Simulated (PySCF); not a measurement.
**CH⁺: mean field, correlation and small terms against distance**

State: ¹Σ⁺, singlet, closed shell. RHF-based CCSD(T) in PySCF 2.14 with H aug-cc-pVTZ, C aug-cc-pVTZ and H aug-cc-pVQZ, C aug-cc-pVQZ (frozen core orbitals: 1; no relativity). Correlation energies are extrapolated as n⁻³ (n = 3, 4), Hartree–Fock as (n+1)·exp(−9√n). CV is the change on freezing 0 orbitals instead, in H cc-pVTZ, C cc-pwCVTZ. SR is the spin-free X2C energy in H cc-pVTZ-DK, C cc-pVTZ-DK less the non-relativistic one in H cc-pVTZ, C cc-pVTZ. All energies in eV from H + C⁺.

```csv
R (Å),HF/CBS,CCSD corr.,(T),CV,SR,total
1.0085,-2.870,-1.100,-0.0276,-0.0178,0.0023,-4.013
1.0544,-3.020,-1.117,-0.0287,-0.0154,0.0024,-4.179
1.1002,-3.078,-1.136,-0.0299,-0.0134,0.0025,-4.255
1.1461,-3.063,-1.158,-0.0313,-0.0116,0.0025,-4.262
1.1919,-2.993,-1.182,-0.0328,-0.0101,0.0025,-4.216
1.2492,-2.845,-1.216,-0.0350,-0.0084,0.0024,-4.102
1.3065,-2.648,-1.254,-0.0375,-0.0071,0.0023,-3.944
```

A fit to the total gives Re = 1.1279 Å, De = 4.266 eV, ωe = 2862.9 cm⁻¹, Be = 14.25 cm⁻¹ (masses 1.0078 and 12.0000 u).

Question: At R = 1.1461 Å the CCSD correlation energy is -0.114913 hartree in the smaller basis and -0.118817 in the larger. Extrapolate it.

Answer: (4³·E4 − 3³·E3)/(4³ − 3³) = -0.12167 hartree; the larger basis holds 97.7 % of it.

The T1 diagnostic is 0.011. The open-shell atoms are computed with UHF. Spin–orbit coupling, excitations beyond (T) and corrections to the Born–Oppenheimer picture are left out.
